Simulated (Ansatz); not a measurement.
The input, for Ansatz 0.2.0:

```yaml
crystal:
  periodic: [false, false, false]
  atoms:
    - {symbol: Si, position_ang: [0.000000, 0.000000, 0.000000]}
    - {symbol: Ge, position_ang: [0.000000, 0.000000, 2.463500]}
basis:
  gaussian: {orbitals: aug-cc-pVTZ}
magnetization: {spin_polarized: false, initial_magnetization: 2}
correlation: {method: ccsd_t, electrons: outside_noble_gas}
```

```sh
$ ansatz run in.yaml --threads 2 --pin off --events-out ev --progress --plain --max-ram 16896MiB --backend cuda --devices 0, --max-vram 18GiB
```

The program prints:

```
671 factors; integrals over basis functions are off by at most 1.0e-3 eV
mean field evaluation 1: about -64333.7852 eV, gradient 5.0e0 eV
mean field evaluation 2: about -64333.8259 eV, gradient 5.0e0 eV
mean field evaluation 4: about -64334.1004 eV, gradient 1.3e0 eV
mean field evaluation 8: about -64334.1154 eV, gradient 1.4e-1 eV
mean field evaluation 16: about -64334.1160 eV, gradient 4.4e-2 eV
mean field evaluation 32: about -64334.1114 eV, gradient 6.1e-1 eV
mean field evaluation 64: about -64333.7855 eV, gradient 5.0e0 eV
mean field evaluation 96: about -64334.1163 eV, gradient 2.2e-1 eV
mean field evaluation 128: about -64334.3034 eV, gradient 3.5e0 eV
mean field evaluation 160: about -64334.7831 eV, gradient 4.2e0 eV
...
mean field evaluation 992: about -64331.3178 eV, gradient 4.2e-1 eV
mean field -64334.91486945 eV, -2364.2645136808 hartree, gradient 3.1e-6 eV, S^2 2.000000; 18 other end points of the search recorded, 0 dependent functions left out
mean field evaluation 1024: about -64334.6354 eV, gradient 1.5e0 eV
mean field evaluation 1056: about -64335.0099 eV, gradient 3.8e-2 eV
mean field evaluation 1088: about -64334.4671 eV, gradient 1.9e0 eV
mean field evaluation 1120: about -64335.0042 eV, gradient 1.1e-1 eV
mean field evaluation 1152: about -64333.5899 eV, gradient 7.5e-1 eV
mean field evaluation 1184: about -64335.0099 eV, gradient 6.0e-2 eV
mean field evaluation 1216: about -64335.0084 eV, gradient 5.0e-2 eV
mean field evaluation 1248: about -64335.0101 eV, gradient 5.8e-2 eV
determinant -64334.91486945 eV, -2364.2645136808 hartree, with singles and doubles -64340.11916599 eV, -2364.4557680509 hartree
determinant -64334.11810408 eV, -2364.2352330934 hartree, with singles and doubles -64339.76289982 eV, -2364.4426755108 hartree
determinant -64333.35252755 eV, -2364.2070986750 hartree, with singles and doubles -64338.27896954 eV, -2364.3881420787 hartree
determinant -64332.21805497 eV, -2364.1654075765 hartree, with singles and doubles -64337.53478440 eV, -2364.3607937795 hartree
determinant -64332.11441653 eV, -2364.1615989341 hartree, with singles and doubles -64337.68550808 eV, -2364.3663327725 hartree
determinant -64331.89583708 eV, -2364.1535662876 hartree, with singles and doubles -64337.50342016 eV, -2364.3596411647 hartree
determinant -64331.50710114 eV, -2364.1392805053 hartree, with singles and doubles -64337.54937059 eV, -2364.3613298119 hartree
determinant -64334.91486945 eV, -2364.2645136808 hartree, with singles and doubles -64340.03721886 eV, -2364.4527565494 hartree
determinant -64334.11810408 eV, -2364.2352330934 hartree, with singles and doubles -64339.67905702 eV, -2364.4395943447 hartree
19 core orbitals not correlated: weight in the atoms' cores, before any rotation towards them, 1.000 or more for the frozen orbitals, at most 0.000 for the correlated occupied ones
reference -64334.91486945 eV, -2364.2645136808 hartree; 5, 3 occupied and 85, 87 virtual orbitals, 671 factors
second order -4.35000318 eV of doubles, -0.04933564 eV of singles
cycle   1  -5.12234934 eV  change    6.0e-8 eV  update   3.7e-6
perturbative correction -0.33037549 eV, -0.0121410753 hartree
Total energy: -64340.36759429 eV, -2364.4648976225 hartree
```

Ran on 2 threads of AMD EPYC 7R13 with a shared H100 80 GB, shared host: 50 s wall, 0.84 GiB peak host memory.
